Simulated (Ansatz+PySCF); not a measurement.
A calculation with PySCF 2.14.0.

```python
from pyscf import gto, scf, cc

mol = gto.M(atom="""
N 0.000000 0.000000 0.000000
F 0.000000 0.000000 2.000000
""", basis='sto-3g', charge=0, spin=2)
mf = scf.UHF(mol)
mf.kernel()
mycc = cc.CCSD(mf, frozen=2).run()
et = mycc.ccsd_t()
print(mf.e_tot, mycc.e_corr, et, mycc.e_tot + et)
```

The script is written out from the run's settings.

Output:

| Property | Result |
| --- | --- |
| Converged | yes |
| Reference energy | -151.53054 hartree |
| CCSD correlation energy | -0.18670 hartree |
| Triples correction | -0.00062 hartree |
| Total energy | -151.71785 hartree |
| Spin squared of the determinant | 2.013 |

This is not the lowest solution: another run reaches a determinant 4.77 eV lower. Caution: bonds are stretched, where a single reference can fail.
